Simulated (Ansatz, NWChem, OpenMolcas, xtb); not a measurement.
**Ligand exchange: SiH2Cl2 + MgHCl → SiH3Cl + MgCl2**

Species: SiH2Cl2 (dichlorosilane (DCS)) `Cl[SiH2]Cl`, singlet; MgHCl `[MgH][Cl]`, singlet; SiH3Cl (chlorosilane) `[SiH3]Cl`, singlet; MgCl2 `[Cl][Mg][Cl]`, singlet. The partners trade Cl for H: Si–Cl and Mg–H bonds give way to Si–H and Mg–Cl.

Shapes, held fixed at every level: PBE0-D4/def2-TZVP. Programs: Ansatz 0.2.0, NWChem 7.3.0, OpenMolcas 26.06, xtb 6.7.1. A level may come from different programs for different species; with the same settings they agree closely. The zero-point and thermal change to 298 K, harmonic and unscaled (PBE0-D4/def2-TZVP), is +5.7 kJ/mol.

```tsv
level	kind	ΔH(298 K) (kJ/mol)	less CCSD(T)/def2-TZVPP
GFN1-xTB	semi-empirical	+84.0	+174.3
HF/def2-SVP	Hartree–Fock	-117.7	-27.4
HF/def2-TZVPP	Hartree–Fock	-104.5	-14.2
PBE-D4/def2-TZVPP	GGA	-81.1	+9.2
r2SCAN-D4/def2-TZVPP	meta-GGA	-90.9	-0.6
B3LYP-D4/def2-TZVPP	global hybrid	-88.3	+2.0
CCSD(T)/def2-SVP	coupled cluster or CI	-107.4	-17.1
CCSD/def2-TZVPP	coupled cluster or CI	-93.0	-2.7
CCSD(T)/def2-TZVPP	coupled cluster or CI	-90.3	0.0
```

The highest level, CCSD(T)/def2-TZVPP, gives ΔH(298 K) = -90.3 kJ/mol; the levels span -117.7 to +84.0. They disagree on the sign: 1 of 9 are positive. GFN1-xTB strays far from the other rows. The column of differences is taken from that level and isn't an error. No measured value is set beside it here. Correlated rows may include outer-core shells of Mg, which these sets cover unevenly.
